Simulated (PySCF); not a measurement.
# [SiH3]-: structure of the singlet

The task is one start of a wider search on [SiH3]-: the singlet, from a trigonal pyramidal start. It is relaxed, tested by its Hessian and followed downhill if it is a saddle.

The runs use PySCF 2.14.0; PBE0, basis Si def2-TZVPD, H def2-TZVPD, no relativity, density fitting.

## Step 1: The starting structure

4 atoms, charge -1, spin multiplicity 1.

Bond lengths: Si1–H2 1.480 Å, Si1–H3 1.480 Å, Si1–H4 1.480 Å. Angles: H2–Si1–H3 99.8°, H2–Si1–H4 99.8°, H3–Si1–H4 99.8°.

```xyz
4
charge -1 multiplicity 1
Si    0.0000    0.0000    0.0000
H     1.3068    0.0000    0.6948
H    -0.6534    1.1317    0.6948
H    -0.6534   -1.1317    0.6948
```

## Step 2: Finding the electronic state

One driver script runs all steps and calls PySCF; scf.py shows how it sets up the SCF of each step. The optimiser is the driver's own. After this first run the driver tries any further starts and a stability analysis.

Input file scf.py:

```python
from pyscf import gto, scf, dft
mol = gto.M(atom='''
Si     0.000000     0.000000     0.000000
H      1.306800     0.000000     0.694800
H     -0.653400     1.131700     0.694800
H     -0.653400    -1.131700     0.694800''',
    basis={'Si': 'def2-TZVPD', 'H': 'def2-TZVPD'},
    charge=-1, spin=0)
mf = dft.RKS(mol, xc='PBE0')
mf.grids.atom_grid = (50, 194)
aux = {'Si': 'def2-universal-JKFIT', 'H': 'def2-universal-JKFIT'}
mf = mf.density_fit(auxbasis=aux)
mf.conv_tol = 1e-08
mf.diis_space = 10
mf.max_cycle = 60
mf.init_guess = 'minao'
mf.verbose = 4
mf.kernel()
```

Started as:

```bash
OMP_NUM_THREADS=2 python axn.py task.json out
```

Standard output:

```text
init E= -290.894344773188
  HOMO = -0.20105570919668  LUMO = 0.00770751285075359  gap/eV = 5.68074
cycle= 1 E= -291.116957085415  delta_E= -0.223  |g|= 0.22  |ddm|= 1.17
  HOMO = 0.08036060974033  LUMO = 0.192473157696385  gap/eV = 3.05074
cycle= 2 E= -291.133811890914  delta_E= -0.0169  |g|= 0.189  |ddm|= 4.08
  HOMO = 0.0289535712571283  LUMO = 0.177583678452468  gap/eV = 4.04443
cycle= 3 E= -291.148520748159  delta_E= -0.0147  |g|= 0.0228  |ddm|= 1.92
  HOMO = 0.0253783473036666  LUMO = 0.175469019638742  gap/eV = 4.08418
cycle= 4 E= -291.148578180115  delta_E= -5.74e-05  |g|= 0.00345  |ddm|= 0.0444
  HOMO = 0.0239797505678006  LUMO = 0.174988720567924  gap/eV = 4.10916
cycle= 5 E= -291.148581505247  delta_E= -3.33e-06  |g|= 0.000955  |ddm|= 0.0178
  HOMO = 0.0240277774499695  LUMO = 0.174913329817016  gap/eV = 4.10581
cycle= 6 E= -291.148581922059  delta_E= -4.17e-07  |g|= 0.000272  |ddm|= 0.0107
  HOMO = 0.0239769056061405  LUMO = 0.17490267133277  gap/eV = 4.10690
cycle= 7 E= -291.148581955304  delta_E= -3.32e-08  |g|= 1.43e-05  |ddm|= 0.00125
  HOMO = 0.0239774814001148  LUMO = 0.17490132285606  gap/eV = 4.10685
cycle= 8 E= -291.148581955522  delta_E= -2.19e-10  |g|= 1.86e-06  |ddm|= 0.000386
  HOMO = 0.0239771043363994  LUMO = 0.174901343334653  gap/eV = 4.10686
Extra cycle  E= -291.148581955529  delta_E= -6.59e-12  |g|= 6.76e-07  |ddm|= 3.39e-05
converged SCF energy = -291.148581955529
```

This step, with its further starts and checks, ran for 3 s (2 threads of Arm Neoverse V1, shared host).

Energies from each starting density:

```
                      start  energy (Eh)
    the minimal-basis guess  -291.148582
a thermally smeared density  -291.148582
      a smeared PBE density  -291.148582
```

The test of internal stability and the other starts found no lower closed-shell solution.

## Step 3: Relaxation: trigonal pyramidal start, singlet

The program finds C3v symmetry in the start, which this walk keeps.

Changes to scf.py since step 2:

```diff
@@ -3,4 +3,4 @@
-Si     0.000000     0.000000     0.000000
-H      1.306800     0.000000     0.694800
-H     -0.653400     1.131700     0.694800
-H     -0.653400    -1.131700     0.694800''',
+Si     0.000000     0.000000    -0.067764
+H      1.306787     0.000000     0.627036
+H     -0.653394     1.131711     0.627036
+H     -0.653394    -1.131711     0.627036''',
@@ -16 +15,0 @@
-mf.init_guess = 'minao'
```

The optimiser's trace:

```
step  energy (Eh)  change (kJ/mol)  largest symmetric gradient (Eh/bohr)
   0  -291.148582             0.00                               0.03677
   1  -291.152807           -11.09                               0.00956
   2  -291.153170           -12.04                               0.00093
   3  -291.153184           -12.08                               0.00009
   4  -291.153184           -12.08                               0.00001
```

The walk took 2 s.

After 4 steps and 12.1 kJ/mol it ends at C3v: Si–H 1.545 Å (×3); H–Si–H 94.0° (×3).

## Step 4: Is it a minimum? Harmonic modes

On the finer grid the gradient is checked again; gradients at displacements of ±0.02 bohr then give force constants and infrared intensities.

Changes to scf.py since step 3:

```diff
@@ -3,4 +3,4 @@
-Si     0.000000     0.000000    -0.067764
-H      1.306787     0.000000     0.627036
-H     -0.653394     1.131711     0.627036
-H     -0.653394    -1.131711     0.627036''',
+Si     0.000000     0.000000    -0.080690
+H      1.305114    -0.000000     0.746642
+H     -0.652557     1.130262     0.746642
+H     -0.652557    -1.130262     0.746642''',
@@ -10 +10 @@
-mf.grids.atom_grid = (50, 194)
+mf.grids.atom_grid = (75, 302)
@@ -13 +13 @@
-mf.conv_tol = 1e-08
+mf.conv_tol = 1e-10
```

This SCF starts from the last density.

Log of the central SCF (cycles and frontier levels):

```text
init E= -291.153179997375
  HOMO = 0.00870687464538733  LUMO = 0.173005843216558  gap/eV = 4.47080
cycle= 1 E= -291.153179997376  delta_E= -7.39e-13  |g|= 2.24e-07  |ddm|= 1.66e-06
  HOMO = 0.0087069546099805  LUMO = 0.173005864993781  gap/eV = 4.47080
Extra cycle  E= -291.153179997377  delta_E= -1.31e-12  |g|= 1.93e-07  |ddm|= 1.31e-06
converged SCF energy = -291.153179997377
```

The whole step took 6.9 s.

Geometry: C3v; Si–H 1.545 Å (×3); H–Si–H 94.0° (×3).

Modes, for the most abundant isotopes:

```tsv
symmetry	ω (cm⁻¹)	IR (km/mol)	type
a1	870	152	bend
e	950	101	bend
e	1900	1081	stretch
a1	1913	450	stretch
```

No imaginary mode, so this is a minimum.

Constants and moments:

* Dipole moment about the centre of mass: 0.05 D
* Highest occupied level: 0.24 eV
* Lowest empty level: 4.71 eV
* Rotational constants: 3.795, 3.795, 3.273 cm⁻¹
* Zero-point energy: 50.7 kJ/mol
* Principal polarisabilities: 62.4, 62.4, 80.7 bohr³
* Principal traceless quadrupole moments about the centre of mass: -3.81, 1.90, 1.90 D Å
* Entropy at 298.15 K and 1 bar: 211.9 J/(mol K)
* Heat capacity Cp at 298.15 K: 39.4 J/(mol K)
* Enthalpy at 298.15 K above 0 K: 10.32 kJ/mol
* Rotational symmetry number: 3

Charges (e) and bond orders:

```csv
atom,Mulliken,Löwdin,polar tensor,Mayer order to Si1
Si1,-0.91,-0.04,0.08,–
"H2,3,4",-0.03,-0.32,-0.36,1.17
```

Outer orbital energies (eV). occupied: -137.83, -92.49, -92.49, -92.42, -7.97, -2.82, -2.82, 0.24; empty: 4.71, 5.93, 5.93, 6.81.

Mulliken populations on Si1: s 5.36, p 9.34, d 0.20, f 0.01.

## Step 5: Stability of the closed shell

At the lowest minimum the closed shell is tested against spin polarisation, on the (50, 194) grid. It is stable.

## Step 6: What came out

| quantity | value |
| --- | --- |
| minimum | singlet, C3v |
| geometry | Si–H 1.545 Å (×3); H–Si–H 94.0° (×3) |
| wavenumbers (cm⁻¹) | 870 (a1), 950 (e), 1900 (e), 1913 (a1) |
| dipole moment (centre of mass) | 0.05 D |
| highest occupied, lowest empty level | 0.24, 4.71 eV |
| polar-tensor charge of Si1 | +0.08 e |
| zero-point energy | 50.7 kJ/mol |
| entropy at 298.15 K | 211.9 J/(mol K) |

In words: The molecule stays C3v, as typed, and the end point is a minimum. In the infrared the band at 1900 cm⁻¹ (e, stretch) leads. Only this shape and spin were tried, so other structures or states may lie lower. The highest occupied level lies above zero: either self-interaction error lifts it or the extra electron is not bound, and the basis holds it in place.

The search up to here ran for 13 s (2 threads of Arm Neoverse V1, shared host).
